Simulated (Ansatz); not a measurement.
**Elastic constant C11 of zinc-blende GaSb at several levels of theory**

No measured value is used here.

```tsv
level (code)	value (GPa)	cell (Å³/atom)
LDA (Ansatz)	87.0	27.65
PBE (Ansatz)	72.6	29.99
PBEsol (Ansatz)	(withheld)	28.53
PBE-D3(BJ) (Ansatz)	79.0	28.78
r²SCAN (Ansatz)	86.5	28.83
LC-ωPBE (Ansatz)	(withheld)	27.07
```

**Question.** What belongs in the gaps?

**Answer.** 
- PBEsol (Ansatz, an electronic-structure program), value (GPa): 81.1
- LC-ωPBE (Ansatz), value (GPa): 116

LDA, PBE, PBEsol, PBE-D3(BJ): the solid has no gap at this level, which affects its response. PBE-D3(BJ): the dispersion coefficients are held fixed in the derivatives. Each level is taken at its own relaxed cell. Cutoffs and k meshes differ between the levels. Ansatz's density-functional and Hartree–Fock values are scalar-relativistic unless marked +SOC, with PAW data made under PBE.
